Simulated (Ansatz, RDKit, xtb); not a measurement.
**Isomers of C5H5F, a sample narrowed down**

Which of a sample of isomers of C5H5F is the most stable in the gas at 298.15 K, and what are its properties? The sample is small against all isomers, and the most stable one of this formula need not be in it.

Plan: many cheap relaxations first (GFN2-xTB), then density-functional screening, relaxation at PBE0-D3(BJ)/def2-SVP, vibrations and a final energy. The numbers are computed, not measured.

## (1) Candidates

Isomers were taken from a list of plausible structures; this is a sample, not all of them. That gives 3 candidates.

| label | SMILES | spin |
| --- | --- | --- |
| c501 | C=CCC#CF | singlet |
| c734 | C=CC#CCF | singlet |
| c984 | C#C[C@@H](F)C=C | singlet |

Candidates are built by distance geometry, with a force field where one applies, in up to four conformers (letters a to d).

Q: Predict the outcome of this search (final energies at CCSD(T)/def2-SVP + MP2/def2-TZVPP - MP2/def2-SVP).

| quantity | value |
| --- | --- |
| lowest structure found | C=CC#CCF, singlet, Cs |
| next finalist | C#C[C@@H](F)C=C, singlet, 5.0 kcal/mol higher in G |
| share at equilibrium, among the finalists | 100.0 % |
| harmonic wavenumbers, lowest and highest (PBE0-D3(BJ)/def2-SVP) | 18 and 3287 cm⁻¹ |
| rotational constants, same geometry | 0.7375, 0.04214, 0.04017 cm⁻¹ |

The lowest structure found is `C=CC#CCF`. The margin of 5.0 kcal/mol over the next finalist is beyond the usual error of the last level; it says nothing of structures that weren't ranked. GFN2-xTB, HF/STO-3G, r2SCAN-D4/def2-SVP, PBE0-D3(BJ)/def2-SVP, HF/def2-SVP and MP2/def2-SVP already put its bonding pattern lowest among the structures in one piece. Lowest found is not proven lowest: the search is finite, and each finalist counts with one conformer. Only 3 drawn patterns were tried, so whole families of isomers are missing, and the result ranks this sample alone.
